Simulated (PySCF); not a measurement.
# SMILES c1c(C=O)c1=O, C4H2O2

Geometry:
```
atom   x (Å)   y (Å)   z (Å)
  O1   2.038  -1.110   0.262
  C2   1.509  -0.061   0.021
  C3   0.033   0.079  -0.011
  C4  -1.096  -0.640   0.083
  C5  -1.212   0.768  -0.129
  O6  -1.863   1.757  -0.285
  H7   2.085   0.857  -0.188
  H8  -1.485  -1.641   0.223
```

Theory: TDDFT CAM-B3LYP/aug-cc-pVTZ excited states, vertical, gas phase in PySCF. Geometry: PBE0-D3(BJ)/def2-TZVP.

Q: How strongly do the lowest singlets absorb one photon, and two photons of half the energy?

A: δ for parallel linear polarisation; σ at the peak of a Lorentzian of half width 0.1 eV, single beam; Ω is circular over linear.
| state | E (eV) | f | photon λ (nm) | δ (au) | σ (GM) | Ω | main |
| --- | --- | --- | --- | --- | --- | --- | --- |
| S1 | 2.91 | 0.000 | 853 | 0.99 | 0.00 | 1.11 | HOMO→LUMO 0.85, HOMO−2→LUMO 0.11 |
| S2 | 4.04 | 0.000 | 614 | 3.68 | 0.02 | 1.19 | HOMO−2→LUMO 0.77, HOMO→LUMO 0.11 |
| S3 | 5.40 | 0.003 | 459 | 5.35 | 0.06 | 1.40 | HOMO→LUMO+3 0.57, HOMO→LUMO+6 0.22 |
| S4 | 5.46 | 0.142 | 454 | 177 | 1.93 | 0.76 | HOMO−1→LUMO 0.90 |
| S5 | 6.36 | 0.001 | 390 | 16.6 | 0.25 | 0.47 | HOMO→LUMO+1 0.72, HOMO→LUMO+4 0.12 |
| S6 | 6.54 | 0.000 | 379 | 0.41 | 0.01 | 0.93 | HOMO−3→LUMO 0.87 |

Among these, the strongest one-photon state is S4, the strongest two-photon state S4, with a dipole change of 4.3 D (relaxed, norm of the difference vector).
